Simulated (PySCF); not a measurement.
Al(OH)3, optimised at GFN2-xTB:

```xyz
7

O      0.3255     0.4541    -1.8491
Al     0.5895    -0.1262    -0.3171
O      0.2974    -1.7230     0.0270
O      1.1456     0.8902     0.8707
H      0.4132     1.2930    -2.2796
H     -0.0108    -2.4748    -0.4594
H      1.3660     0.8031     1.7876
```

Method: PySCF energies (xtb for GFN2) plus ideal-gas RRHO corrections (1 bar). 6-31G* has spherical d functions here. All species are closed-shell singlets. B3LYP is the form with VWN-RPA correlation. Al(OH)3: computed as isolated molecules; such fragments, hydroxides, amides, oligomers or adducts are transient or little studied in the gas.

Q: List the harmonic frequencies (cm⁻¹, unscaled) at this level and at the other levels, each on its own geometry.

A: 
- GFN2-xTB: 205, 205, 298, 381, 381, 394, 442, 442, 448, 674, 906, 906, 3763, 3764, 3764
- B3LYP/6-31G*: 227, 227, 262, 308, 335, 335, 665, 698, 698, 700, 944, 944, 3834, 3834, 3834
- HF/6-31G*: 242, 242, 288, 369, 369, 375, 677, 699, 699, 735, 990, 990, 4161, 4161, 4163
- PBE/def2-SVP: 223, 223, 267, 288, 321, 321, 593, 616, 617, 683, 928, 928, 3812, 3812, 3813
- PBE0/def2-TZVP: 222, 222, 283, 324, 354, 354, 637, 652, 652, 712, 944, 944, 3964, 3964, 3966
